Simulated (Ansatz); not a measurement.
# HN2Si: the cost of one run

Method: def2-QZVPP, all electrons in the functionals, frozen cores in the correlation of double hybrids and RPA; program: Ansatz 0.2.0, Gaussian basis.

The runs, in order: PBE, BLYP, r2SCAN, B97M-V, PBE0, B3LYP, wB97M-V, B2PLYP, at charge 0, doublet; charge 0, quartet; charge 1, singlet; charge 1, triplet.

2 further runs of the same task are left out: 2 set aside as unsound or not needed.

## 1. What is computed

The geometry is a PBE0/def2-TZVP stationary point (not a proven minimum).

4 atoms, charge 0, spin multiplicity 2.

Atoms are counted from 1 here; the program's logs count them from 0.

Bond lengths: Si1–N2 1.658 Å, Si1–N3 1.658 Å, Si1–H4 1.472 Å, N2–N3 1.546 Å. Angles: N2–Si1–N3 55.6°, N2–Si1–H4 152.2°, N3–Si1–H4 152.2°, Si1–N2–N3 62.2°, Si1–N3–N2 62.2°.

No dispersion term is added; B97M-V, wB97M-V hold VV10 nonlocal correlation. B3LYP takes the VWN-RPA correlation.

The geometry shown and the zero of energy belong to the point charge 0, doublet. The yardstick, UCCSD(T), and other wave-function levels (R restricted, U unrestricted, valence and pair active spaces) come from earlier runs.

## 2. PBE, charge 0, doublet

in.yaml

```yaml
crystal:
  periodic: [false, false, false]
  atoms:
    - {symbol: Si, position_ang: [0.000000, 0.000000, 0.693477]}
    - {symbol: N, position_ang: [0.000000, -0.773207, -0.773173]}
    - {symbol: N, position_ang: [0.000000, 0.773207, -0.773173]}
    - {symbol: H, position_ang: [0.000000, 0.000000, 2.165363]}
basis:
  gaussian: {orbitals: "def2-QZVPP.json"}
magnetization: {spin_polarized: true, initial_magnetization: 1}
hamiltonian: {xc: {name: PBE}}
output: {orbitals: {seedname: orbitals}}
```

Run with:

```sh
$ ansatz run in.yaml --threads 1 --pin off --events-out ev --progress --plain --max-ram 2393MiB
```

Q: Estimate wall time and peak memory on 1 thread of Arm Neoverse V1, shared host.

About 13 s, with a peak of 0.4 GiB.
